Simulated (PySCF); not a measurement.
Level of theory: TPSSh-D3(BJ)/def2-TZVP // B3LYP-D3(BJ)/def2-TZVP run with PySCF 2.14.0. Isolated molecules, 0 K electronic values unless said otherwise. Delta-SCF ions had no search for a lower state. 

Reference species (SMILES): `C=CC` (neutral, multiplicity 1).

The vertical ionisation energy (Delta-SCF) comes out as 9.65 eV, the S1 oscillator strength is 0.000 and the HOMO comes out as -6.71 eV.

Changed species: `C=C` (X = H; the reference has X = methyl).

Q: Predict the effect on the vertical ionisation energy (Delta-SCF), S1 oscillator strength and HOMO.

A: the vertical ionisation energy (Delta-SCF) rises by 0.80 eV, to 10.45 eV; the S1 oscillator strength is nearly the same; the HOMO decreases by 0.49 eV, to -7.20 eV.
